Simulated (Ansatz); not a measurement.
# Ni (Ni, fcc): the cost of one run

Program: Ansatz 0.2.0. Level of theory: DFT m-r2SCAN, plane waves (500 eV) with PAW, scalar-relativistic; PAW files made under PBE, frozen cores solved again for the functional; m-r²SCAN is r²SCAN on the gauge-invariant kinetic-energy density. These are calculated values, not measurements.

### 1 The starting structure

Symmetry: Fm-3m, No. 225, cubic system. The conventional cell has a = 3.524 Å, b = 3.524 Å, c = 3.524 Å, α = 90.00°, β = 90.00°, γ = 90.00°. Ni (site symmetry m-3m) has 12 Ni at 2.49 Å as nearest neighbours.

As a file:

```cif
data_structure
_symmetry_space_group_name_H-M 'P 1'
_symmetry_Int_Tables_number 1
_cell_length_a 2.4918
_cell_length_b 2.4918
_cell_length_c 3.5239
_cell_angle_alpha 90.000
_cell_angle_beta 90.000
_cell_angle_gamma 90.000
_cell_volume 21.88
loop_
_atom_site_label
_atom_site_type_symbol
_atom_site_fract_x
_atom_site_fract_y
_atom_site_fract_z
_atom_site_occupancy
Ni1 Ni 0.00000 0.00000 0.00000 1
Ni2 Ni 0.50000 0.50000 0.50000 1
```

Starting moments (μB): +0.8, -0.8.

### 2 Relaxing cell and atoms

input.yaml reads:

```yaml
crystal:
  lattice:
    - [2.4917594441, 0.0, 0.0]
    - [0.0, 2.4917594441, 0.0]
    - [0.0, 0.0, 3.52388]
  atoms:
    - { symbol: Ni, position: [0.0, 0.0, 0.0], spin: 0.8 }
    - { symbol: Ni, position: [0.5, 0.5, 0.5], spin: -0.8 }
hamiltonian:
  xc: mr2scan
  pseudopotentials:
    kind: paw
    azcp:
      Ni: "pseudopotentials/Ni.paw.azcp"
basis:
  ecutwfc: 500
  fft_grid_basis: typed
kpoints:
  mp_grid: { grid: [13, 13, 9], shift: [0, 0, 0] }
magnetization:
  spin_polarized: true
scf:
  occupations: { method: fermi_dirac, width: 0.05 }
relax:
  max_steps: 60
  f_tol: 0.01
  cell: {}
```

What time and memory should one allow on 4 threads of an x86-64 CPU, shared host?

About 40 s, with a peak of 0.54 GiB.
